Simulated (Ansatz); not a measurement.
Ansatz input

```yaml
crystal:
  lattice:
    - [3.7560383645, 0.0, 0.0]
    - [-1.8780191823, 3.2528246413, 0.0]
    - [0.0, 0.0, 5.9964303537]
  atoms:
    - { symbol: Tb, position: [0.3333333333, 0.6666666667, 0.25], spin: 6.196 }
    - { symbol: Tb, position: [0.6666666667, 0.3333333333, 0.75], spin: 6.196 }
hamiltonian:
  xc: mr2scan
  pseudopotentials:
    kind: paw
    azcp:
      Tb: "pseudopotentials/Tb.paw.azcp"
basis:
  ecutwfc: 500
  fft_grid_basis: typed
kpoints:
  mp_grid: { grid: [13, 13, 7], shift: [0, 0, 0] }
magnetization:
  spin_polarized: true
scf:
  occupations: { method: fermi_dirac, width: 0.05 }
output:
  stress: true
```

Output

```
Warning: where an SCF of this run starts from atoms to list the orders of its open shells, Tb (sites 0, 1, from 0) starts with 5.55 μB on its 4f shell and 0.55 μB on its 5d shell, in the place of the 6.20 μB that the deck gives it: its open shells can hold no more by Hund's first rule. To start from spheres of the given moment, type scf.initial_density.shell_occupations: []
Engine: ansatz 0.2.0, x86_64-unknown-linux-gnu
Pseudopotentials: kind: paw
Pseudopotential: Tb, paw, valence charge 19, recommended cutoff 500 eV (meta_gga) 
Functional definition: m-r2SCAN
  exchange = m_r2scan_x
  correlation = m_r2scan_c
Crystal: 2 atoms, lattice volume = 73.263 Å³
Basis set: ecut = 500 eV, 1809 PW (Γ), exchange–correlation on 120×120×180 points (64 copies of the dense FFT grid, shifted against one another)
Bands: 31, of which v1, the nominal top of the filled ones, is band 19 counted from 1 (18 counted from 0)
Symmetry: 24 space group operations
Space group: P63/mmc (ITA 194), of the structure as read, at distance tolerance 4.2e-5 Å
Magnetic group: BNS 194.263 (UNI 1493), of the structure as read, at distance tolerance 4.2e-5 Å
k-points: 84 of 1183
Non-local potential: Tb, projectors of the file, l = 0: 3, l = 1: 2, l = 2: 2, l = 3: 3
PAW form: soft (Blöchl's): semilocal exchange-correlation on the pseudo side does not see the compensation charge
PAW frozen core: Tb, regenerated for the run's functional (the file was generated under x = pbe(κ = 0.804, μ = 0.2195149727645171), c = pbe(β = 0.06672455060314922))
PAW one-centre angular grid: Tb, 2702 points (default); XC on 160 Gauss nodes
Initial density: superposition of atomic densities (chi_scale 0.1, normalization cell)
Starting moments: Σ|m| = 12.392 μB on 2 of 2 sites
Initial wavefunctions: pseudopotential atomic-orbital guess
Functional: x = mr2scan, c = mr2scan; τ floored in thin density (d = 2e-4 eV/Å³)
iter 1 solved again at ethr=1.19e-3 eV; its pass at ethr=3.10e-3 eV (dr2=4.50e-1 eV) is discarded
SCF iter   1: F=—  HF=-19908.178463 eV  |F-HF|=—  |Δ(HF+E_count)|=         —  Δρ=3.20e-2 (↑1.06e-2 ↓3.20e-2)  dr2=4.12e-1  dr2_τ=2.68e-3  dr2_m=2.55e-1  M=12.342 μB ∫|m|=12.342 μB  β_m=1.00  ethr=1.19e-3  ⟨swp⟩=2.2  Hψ=28300  notcnv=0
Mixer restart at iter 1: flushing history
spin=Collinear: Kerker preconditioning applied to the charge; magnetization (m = ρ↑ − ρ↓) channel mixes plain (no charge-response kernel on spin).
SCF iter   2: F=—  HF=-19908.493323 eV  |F-HF|=—  |Δ(HF+E_count)|=         —  Δρ=1.36e-2 (↑1.05e-2 ↓1.36e-2)  dr2=3.36e-1  dr2_τ=1.16e-3  dr2_m=4.82e-3  M=12.439 μB ∫|m|=12.439 μB  β_m=1.00  ethr=1.08e-3  ⟨swp⟩=3.5  Hψ=11717  notcnv=0  defer=121
Mixer restart at iter 2: flushing history
SCF iter   3: F=—  HF=-19908.721216 eV  |F-HF|=—  |Δ(HF+E_count)|=   2.28e-1  Δρ=1.14e-2 (↑8.16e-3 ↓1.14e-2)  dr2=2.33e-1  dr2_τ=6.47e-4  dr2_m=3.52e-3  M=12.530 μB ∫|m|=12.530 μB  β_m=1.00  ethr=8.85e-4  ⟨swp⟩=1.9  Hψ=6872  notcnv=0  defer=122  κ⁻¹=1.0e0(r=1)
SCF iter   4: F=—  HF=-19909.182026 eV  |F-HF|=—  |Δ(HF+E_count)|=   4.61e-1  Δρ=5.39e-3 (↑5.39e-3 ↓3.07e-3)  dr2=3.36e-2  dr2_τ=4.07e-4  dr2_m=3.93e-3  M=12.794 μB ∫|m|=12.794 μB  β_m=1.00  ethr=6.12e-4  ⟨swp⟩=3.0  Hψ=11095  notcnv=0  defer=123  κ⁻¹=2.7e-2(r=2)
SCF iter   5: F=—  HF=-19909.215187 eV  |F-HF|=—  |Δ(HF+E_count)|=   3.32e-2  Δρ=2.75e-3 (↑2.75e-3 ↓2.37e-3)  dr2=1.31e-2  dr2_τ=7.74e-5  dr2_m=3.61e-4  M=12.828 μB ∫|m|=12.828 μB  β_m=1.00  ethr=8.84e-5  ⟨swp⟩=2.7  Hψ=11194  notcnv=0  defer=118  κ⁻¹=2.5e-2(r=3)
SCF iter   6: F=—  HF=-19909.224294 eV  |F-HF|=—  |Δ(HF+E_count)|=   9.11e-3  Δρ=1.93e-3 (↑1.93e-3 ↓1.64e-3)  dr2=4.00e-3  dr2_τ=3.12e-5  dr2_m=1.80e-4  M=12.818 μB ∫|m|=12.818 μB  β_m=1.00  ethr=3.45e-5  ⟨swp⟩=2.0  Hψ=10085  notcnv=0  defer=119  κ⁻¹=3.0e-3(r=4)
SCF iter   7: F=—  HF=-19909.235367 eV  |F-HF|=—  |Δ(HF+E_count)|=   1.11e-2  Δρ=7.01e-4 (↑6.31e-4 ↓7.01e-4)  dr2=4.38e-4  dr2_τ=9.63e-6  dr2_m=1.33e-4  M=12.747 μB ∫|m|=12.747 μB  β_m=1.00  ethr=1.05e-5  ⟨swp⟩=2.0  Hψ=10391  notcnv=0  defer=122  κ⁻¹=4.2e-4(r=5)
SCF iter   8: F=—  HF=-19909.235732 eV  |F-HF|=—  |Δ(HF+E_count)|=   3.65e-4  Δρ=4.19e-4 (↑3.83e-4 ↓4.19e-4)  dr2=1.86e-4  dr2_τ=5.19e-6  dr2_m=8.43e-6  M=12.740 μB ∫|m|=12.740 μB  β_m=1.00  ethr=1.15e-6  ⟨swp⟩=2.7  Hψ=9013  notcnv=0  defer=121  κ⁻¹=2.5e-4(r=6)
SCF iter   9: F=—  HF=-19909.237252 eV  |F-HF|=—  |Δ(HF+E_count)|=   1.52e-3  Δρ=2.02e-4 (↑1.57e-4 ↓2.02e-4)  dr2=4.48e-5  dr2_τ=8.80e-7  dr2_m=4.09e-6  M=12.744 μB ∫|m|=12.744 μB  β_m=1.00  ethr=4.90e-7  ⟨swp⟩=2.0  Hψ=9306  notcnv=0  defer=121  κ⁻¹=1.1e-4(r=7)
SCF iter  10: F=—  HF=-19909.237435 eV  |F-HF|=—  |Δ(HF+E_count)|=   1.82e-4  Δρ=1.40e-4 (↑1.03e-4 ↓1.40e-4)  dr2=1.36e-5  dr2_τ=2.80e-7  dr2_m=2.59e-6  M=12.742 μB ∫|m|=12.742 μB  β_m=1.00  ethr=1.18e-7  ⟨swp⟩=2.1  Hψ=8435  notcnv=0  defer=121  κ⁻¹=1.4e-5(r=8)
SCF iter  11: F=—  HF=-19909.237522 eV  |F-HF|=—  |Δ(HF+E_count)|=   8.77e-5  Δρ=1.00e-4 (↑5.68e-5 ↓1.00e-4)  dr2=7.31e-6  dr2_τ=7.91e-8  dr2_m=5.12e-7  M=12.737 μB ∫|m|=12.737 μB  β_m=1.00  ethr=3.58e-8  ⟨swp⟩=2.1  Hψ=8557  notcnv=0  defer=121  κ⁻¹=3.1e-6(r=8)
SCF iter  12: F=—  HF=-19910.143669 eV  |F-HF|=—  |Δ(HF+E_count)|=         —  Δρ=1.19e-2 (↑4.88e-4 ↓1.19e-2)  dr2=1.47e-2  dr2_τ=1.45e-3  dr2_m=2.39e-2  M=12.798 μB ∫|m|=12.798 μB  β_m=1.00  ethr=1.92e-8  ⟨swp⟩=2.0  Hψ=8547  notcnv=0  defer=121
Mixer restart at iter 12: flushing history
SCF iter  13: F=—  HF=-19909.193625 eV  |F-HF|=—  |Δ(HF+E_count)|=   9.50e-1  Δρ=1.44e-3 (↑7.17e-4 ↓1.44e-3)  dr2=1.15e-3  dr2_τ=1.14e-5  dr2_m=2.44e-4  M=12.844 μB ∫|m|=12.844 μB  β_m=1.00  ethr=1.32e-4  ⟨swp⟩=3.2  Hψ=10436  notcnv=0  defer=134
SCF iter  14: F=—  HF=-19909.193913 eV  |F-HF|=—  |Δ(HF+E_count)|=   2.87e-4  Δρ=7.14e-4 (↑6.41e-4 ↓7.14e-4)  dr2=3.29e-4  dr2_τ=8.80e-6  dr2_m=4.62e-5  M=12.879 μB ∫|m|=12.879 μB  β_m=1.00  ethr=3.03e-6  ⟨swp⟩=2.0  Hψ=9894  notcnv=0  defer=123  κ⁻¹=1.0e0(r=1)
SCF iter  15: F=—  HF=-19909.194513 eV  |F-HF|=—  |Δ(HF+E_count)|=         —  Δρ=4.45e-4 (↑4.24e-4 ↓4.45e-4)  dr2=1.64e-4  dr2_τ=2.19e-6  dr2_m=1.17e-5  M=12.912 μB ∫|m|=12.912 μB  ethr=8.65e-7  ⟨swp⟩=2.5  Hψ=8818  notcnv=0  defer=123
Mixer restart at iter 15: flushing history
SCF iter  16: F=—  HF=-19909.237565 eV  |F-HF|=—  |Δ(HF+E_count)|=         —  Δρ=8.48e-5 (↑4.22e-5 ↓8.48e-5)  dr2=3.47e-6  dr2_τ=2.99e-8  dr2_m=8.61e-7  M=12.733 μB ∫|m|=12.733 μB  β_m=1.00  ethr=1.92e-8  ⟨swp⟩=7.2  Hψ=16948  notcnv=0  defer=110
SCF iter  17: F=—  HF=-19909.237572 eV  |F-HF|=—  |Δ(HF+E_count)|=   7.89e-6  Δρ=6.23e-5 (↑3.84e-5 ↓6.23e-5)  dr2=2.72e-6  dr2_τ=1.82e-8  dr2_m=1.59e-7  M=12.733 μB ∫|m|=12.733 μB  β_m=1.00  ethr=9.13e-9  ⟨swp⟩=2.3  Hψ=7993  notcnv=0  defer=106  κ⁻¹=1.0e0(r=1)
Error: SIGTERM received: cancelled by the caller after 17 completed SCF iterations
```

The run was cut off at its time limit.

Open f shells have many self-consistent states, so the state found may not be the lowest.
